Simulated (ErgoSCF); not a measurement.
**A workflow on NO2F (nitryl fluoride)**

We compute the vertical excitations (PBE/6-31G*), then the excited states (PBE/6-31G*), then the excited states (PBE/6-31G*), then the vertical excitations (PBE/6-31G*) of NO2F (nitryl fluoride). The setting varied is the radint. 

Program for the calculation: ErgoSCF 3.8.

3 further runs of the same task are left out: 3 set aside as unsound or not needed.

**1. The molecule**

NO2F has 4 atoms, charge 0, and is taken as a singlet. SMILES: `O=[N+]([O-])F`. The shape is that of a GFN2-xTB optimisation.

Bond lengths: O1–N2 1.145 Å, N2–O3 1.145 Å. Angles: O1–N2–O3 140.2°. A long bond or contact: N2–F4 1.545 Å.

**2. The vertical excitations at PBE/6-31G(d) (spherical functions) (run 4)**

Contents of mol.xyz:

```xyz
4

O      0.188740     0.465950     1.115660
N      0.109710    -0.098240     0.122020
O      0.475520    -1.064170    -0.373030
F     -0.773970     0.696460    -0.864650
```

Contents of input.ego:

```
set_nthreads(1)
molecule "mol.xyz"
scf.max_number_of_iterations = 70
basis = "6-31G*"
lr.max_iterations = 40
tmpdir = "."
XC.radint = 1e-07
scf.output_mulliken_pop = 1
scf.convergence_threshold = 1e-06
scf.use_diagonalization = 1
get_excited_state "PBE" 4
```

The basis set 6-31G* is read from a file made from the Basis Set Exchange's data (not shown).

The run is started by

```
ergo < input.ego
```

The program printed:

```text
[...]
INDF Weighted mixed functional:
[...]
INSC Energy   1 =       -156.46041803226
[...]
INDE E_LUMO =         -0.11059904909
[...]
INSC Energy  30 =       -304.60157050046  ( diff     -0.000000000003979 )
[...]
RESC CONVERGED after  30 iterations.
RESC FINAL ENERGY:       -304.60157050046
[...]
INSC SCF: dipole_moment_x [atomic units] =       0.22615172
INSC SCF: dipole_moment_y [atomic units] =      -0.20307539
INSC SCF: dipole_moment_z [atomic units] =       0.25214522
[...]
```

The script printed:

```text
Step  1: ssize:   8 |r|=    0.0390428 shift=  0.187152
Step  2: ssize:  16 |r|=   0.00891663 shift=  0.186540
Step  3: ssize:  24 |r|=   0.00351199 shift=  0.186499
Step  4: ssize:  32 |r|=   0.00369344 shift=  0.226219
Step  5: ssize:  38 |r|=     0.001072 shift=  0.226215
STATE 1 TRANSITION MOMENT:         -5.52495e-05 ENERGY             5.074793 eV
STATE 2 TRANSITION MOMENT:            0.0947999 ENERGY             6.155630 eV
STATE 3 TRANSITION MOMENT:           0.00307868 ENERGY             6.262472 eV
STATE 4 TRANSITION MOMENT:            0.0129363 ENERGY             6.373180 eV
STATE 1 TRANSITION MOMENT:           0.00028551 ENERGY             5.074793 eV
STATE 2 TRANSITION MOMENT:           -0.0850321 ENERGY             6.155630 eV
STATE 3 TRANSITION MOMENT:           0.00544319 ENERGY             6.262472 eV
STATE 4 TRANSITION MOMENT:           -0.0695942 ENERGY             6.373180 eV
STATE 1 TRANSITION MOMENT:          0.000279392 ENERGY             5.074793 eV
STATE 2 TRANSITION MOMENT:             0.105583 ENERGY             6.155630 eV
STATE 3 TRANSITION MOMENT:          -0.00499781 ENERGY             6.262472 eV
STATE 4 TRANSITION MOMENT:            -0.067968 ENERGY             6.373180 eV
Eigenvalue  1:     0.186495194 Tran.Mom.:  0.000403272244
Eigenvalue  2:     0.226215223 Tran.Mom.:     0.165424601
Eigenvalue  3:     0.230141584 Tran.Mom.:   0.00800528838
Eigenvalue  4:     0.234210062 Tran.Mom.:    0.0981343854
```

Run time: 21 s. Hardware: 1 thread of AMD EPYC 7R43 (Zen 3), shared host; peak memory 0.26 GiB.

The roots found:

| excited state | energy (eV) | strength |
| --- | --- | --- |
| 1 | 5.075 | 0.0000 |
| 2 | 6.156 | 0.0041 |
| 3 | 6.262 | 0.0000 |
| 4 | 6.373 | 0.0015 |

**3. The excited states at PBE/6-31G(d) (spherical functions) (run 5)**

mol.xyz is that of step 2.

Edit input.ego of step 2 so:

```diff
@@ -6,3 +6,3 @@
 tmpdir = "."
-XC.radint = 1e-07
+XC.radint = 1e-09
 scf.output_mulliken_pop = 1
```

The basis set 6-31G* is read from a file made from the Basis Set Exchange's data (not shown).

The run is started by

```
ergo < input.ego
```

The program printed:

```text
[...]
INDF Weighted mixed functional:
[...]
INSC Energy   1 =       -156.46039487173
[...]
INDE E_LUMO =         -0.11060651262
[...]
INSC Energy  30 =       -304.60143451797  ( diff     -0.000000000002728 )
[...]
RESC CONVERGED after  30 iterations.
RESC FINAL ENERGY:       -304.60143451797
[...]
INSC SCF: dipole_moment_x [atomic units] =       0.22618804
INSC SCF: dipole_moment_y [atomic units] =      -0.20310920
INSC SCF: dipole_moment_z [atomic units] =       0.25218365
[...]
```

Standard output:

```text
Step  1: ssize:   8 |r|=    0.0390349 shift=  0.187136
Step  2: ssize:  16 |r|=   0.00891528 shift=  0.186524
Step  3: ssize:  24 |r|=   0.00351114 shift=  0.186483
Step  4: ssize:  32 |r|=   0.00368711 shift=  0.226197
Step  5: ssize:  38 |r|=    0.0010684 shift=  0.226194
STATE 1 TRANSITION MOMENT:         -5.55126e-05 ENERGY             5.074361 eV
STATE 2 TRANSITION MOMENT:           -0.0948163 ENERGY             6.155035 eV
STATE 3 TRANSITION MOMENT:          -0.00310162 ENERGY             6.262319 eV
STATE 4 TRANSITION MOMENT:            -0.012931 ENERGY             6.372934 eV
STATE 1 TRANSITION MOMENT:          0.000285867 ENERGY             5.074361 eV
STATE 2 TRANSITION MOMENT:            0.0850491 ENERGY             6.155035 eV
STATE 3 TRANSITION MOMENT:          -0.00543476 ENERGY             6.262319 eV
STATE 4 TRANSITION MOMENT:             0.069584 ENERGY             6.372934 eV
STATE 1 TRANSITION MOMENT:          0.000277865 ENERGY             5.074361 eV
STATE 2 TRANSITION MOMENT:            -0.105601 ENERGY             6.155035 eV
STATE 3 TRANSITION MOMENT:           0.00498484 ENERGY             6.262319 eV
STATE 4 TRANSITION MOMENT:            0.0679667 ENERGY             6.372934 eV
Eigenvalue  1:     0.186479339 Tran.Mom.:  0.000402505268
Eigenvalue  2:     0.226193375 Tran.Mom.:     0.165454036
Eigenvalue  3:     0.230135960 Tran.Mom.:   0.00800033295
Eigenvalue  4:     0.234200994 Tran.Mom.:    0.0981254746
```

It took 22 s on 1 thread of AMD EPYC 7R43 (Zen 3), shared host; peak memory 0.26 GiB.

The roots found:

| excited state | energy (eV) | strength |
| --- | --- | --- |
| 1 | 5.074 | 0.0000 |
| 2 | 6.155 | 0.0041 |
| 3 | 6.262 | 0.0000 |
| 4 | 6.373 | 0.0015 |

Run 6 isn't shown in full; the table further down has it.

**4. The vertical excitations at PBE/6-31G(d) (spherical functions) (run 7)**

mol.xyz is that of step 3.

Edit input.ego of step 3 so:

```diff
@@ -6,3 +6,3 @@
 tmpdir = "."
-XC.radint = 1e-09
+XC.radint = 1e-13
 scf.output_mulliken_pop = 1
```

The basis set 6-31G* is read from a file made from the Basis Set Exchange's data (not shown).

The run is started by

```
ergo < input.ego
```

The program printed:

```text
[...]
INDF Weighted mixed functional:
[...]
INSC Energy   1 =       -156.46039405015
[...]
INDE E_LUMO =         -0.11060418745
[...]
INSC Energy  30 =       -304.60144507948  ( diff     -0.000000000003183 )
[...]
RESC CONVERGED after  30 iterations.
RESC FINAL ENERGY:       -304.60144507948
[...]
INSC SCF: dipole_moment_x [atomic units] =       0.22617325
INSC SCF: dipole_moment_y [atomic units] =      -0.20309524
INSC SCF: dipole_moment_z [atomic units] =       0.25216884
[...]
```

On the terminal:

```text
Step  1: ssize:   8 |r|=     0.039037 shift=  0.187140
Step  2: ssize:  16 |r|=    0.0089155 shift=  0.186528
Step  3: ssize:  24 |r|=   0.00351132 shift=  0.186487
Step  4: ssize:  32 |r|=   0.00368624 shift=  0.226202
Step  5: ssize:  38 |r|=   0.00106857 shift=  0.226199
STATE 1 TRANSITION MOMENT:          5.53227e-05 ENERGY             5.074466 eV
STATE 2 TRANSITION MOMENT:            0.0948056 ENERGY             6.155177 eV
STATE 3 TRANSITION MOMENT:          -0.00309242 ENERGY             6.262304 eV
STATE 4 TRANSITION MOMENT:            0.0129351 ENERGY             6.373013 eV
STATE 1 TRANSITION MOMENT:         -0.000285736 ENERGY             5.074466 eV
STATE 2 TRANSITION MOMENT:           -0.0850374 ENERGY             6.155177 eV
STATE 3 TRANSITION MOMENT:          -0.00544201 ENERGY             6.262304 eV
STATE 4 TRANSITION MOMENT:           -0.0695881 ENERGY             6.373013 eV
STATE 1 TRANSITION MOMENT:         -0.000279231 ENERGY             5.074466 eV
STATE 2 TRANSITION MOMENT:              0.10559 ENERGY             6.155177 eV
STATE 3 TRANSITION MOMENT:           0.00499363 ENERGY             6.262304 eV
STATE 4 TRANSITION MOMENT:            -0.067962 ENERGY             6.373013 eV
Eigenvalue  1:     0.186483172 Tran.Mom.:  0.000403331116
Eigenvalue  2:     0.226198600 Tran.Mom.:     0.165434648
Eigenvalue  3:     0.230135436 Tran.Mom.:   0.00800717593
Eigenvalue  4:     0.234203915 Tran.Mom.:    0.0981257194
```

Wall time 26 s (1 thread of AMD EPYC 7R43 (Zen 3), shared host); peak memory 0.26 GiB.

The roots found:

| excited state | energy (eV) | strength |
| --- | --- | --- |
| 1 | 5.074 | 0.0000 |
| 2 | 6.155 | 0.0041 |
| 3 | 6.262 | 0.0000 |
| 4 | 6.373 | 0.0015 |

**5. All runs side by side**

| run | radint | energy (Eh) | dipole moment (D) | lowest excitation energy (eV) | wall time |
| --- | --- | --- | --- | --- | --- |
| 4 | 1e-07 | -304.601571 | 1.00 | 5.07 | 21 s |
| 5 | 1e-09 | -304.601435 | 1.00 | 5.07 | 22 s |
| 6 | 1e-11 | -304.601464 | 1.00 | 5.07 | 24 s |
| 7 | 1e-13 | -304.601445 | 1.00 | 5.07 | 26 s |

Convergence of the dipole moment of singlet NO2F with the radint, against the last point:

| radint | from the last (D) | wall time |
| --- | --- | --- |
| 1e-07 | -0.0001 | 21 s |
| 1e-09 | +0.0001 | 22 s |
| 1e-11 | +0.0000 | 24 s |
| 1e-13 | +0.0000 | 26 s |

Convergence of the lowest excitation energy of singlet NO2F with the radint, against the last point:

| radint | from the last (eV) | wall time |
| --- | --- | --- |
| 1e-07 | +0.0003 | 21 s |
| 1e-09 | -0.0001 | 22 s |
| 1e-11 | +0.0000 | 24 s |
| 1e-13 | +0.0000 | 26 s |

**6. Outcome**

| quantity | value |
| --- | --- |
| run 7, PBE/6-31G*: total energy | -304.60145 Eh |
| run 7, PBE/6-31G*: dipole moment | 1.00 D |
| run 7, PBE/6-31G*: lowest excitation energy | 5.07 eV |

**Reading.** Over the runs the total energy spans 0.004 eV. All runs together took 92 s, the longest 26 s.
